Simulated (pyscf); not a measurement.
# Elimination: HO–SnH(OH)–SH -> O=Sn(OH)–SH + H₂

Gas phase, singlet surface, charge 0. Bonds broken: O1–H4, Sn2–H7. Bonds formed: H4–H7. Structures and frequencies: ωB97X-D3(BJ)/def2-SVP in PySCF.

Transition state (Å):

```xyz
8

O      1.1918    -1.5442    -0.2956
Sn     0.7091     0.2792    -0.4000
O     -1.1127     0.9768    -0.6045
H      1.0356    -1.1022     1.0823
H     -1.7898     0.2902    -0.5335
S      1.9520     2.2550    -0.6981
H      0.8329    -0.4180     1.6968
H      0.8117     2.9712    -0.7994
```

One imaginary mode, 1441i cm⁻¹; descent along it reached the two sides named.

| bond | change | reactant side (Å) | saddle | product side |
|---|---|---|---|---|
| O1–H4 | breaks | 0.967 | 1.455 | 3.0 |
| Sn2–H7 | breaks | 1.701 | 2.213 | 2.8 |
| H4–H7 | forms | 3.1 | 0.942 | 0.762 |

Electronic energies relative to the reactant's lowest minimum found (kJ/mol):

```csv
level,barrier,reaction energy,reverse barrier
ωB97X-D3(BJ)/def2-TZVP,314.5,+243.4,71.0
PBE/def2-TZVP,261.0,+193.9,67.1
r²SCAN/def2-TZVP,284.5,+217.8,66.7
B3LYP-D3(BJ)/def2-TZVP,292.3,+216.6,75.7
PBE0-D3(BJ)/def2-TZVP,299.1,+237.7,61.4
M06-2X/def2-TZVP,315.4,+246.5,68.9
ωB97M-D3(BJ)/def2-TZVP,312.5,+242.4,70.1
HF/def2-TZVP,386.9,+288.5,98.4
```

With ωB97M-D3(BJ)/def2-TZVP energies and thermal terms (ideal gas, 1 atm, RRHO with modes under 100 cm⁻¹ raised to 100, one conformer, R ln 2 for chiral ones without a mode under 150 cm⁻¹), in kJ/mol:

```
T (K)    ΔH‡    ΔG‡      ΔH      ΔG
-----  -----  -----  ------  ------
298    298.7  302.4  +227.9  +195.8
600    296.1  307.1  +228.3  +162.9
900    294.2  313.1  +227.0  +130.5
1200   292.8  319.6  +224.6   +98.7
```

At the saddle there is also a short H–Sn contact that neither side keeps. This saddle turned up in a search for another step; its sides and bond changes are read from the two ends of the descent. O=Sn(OH)–SH lies 124.5 kJ/mol over its isomer HO–Sn(OH)=S (electronic energy, ωB97M-D3(BJ)/def2-TZVP). One saddle was located; it need not be the lowest between these sides. Elements past Kr carry the def2 core potentials, without spin-orbit coupling.
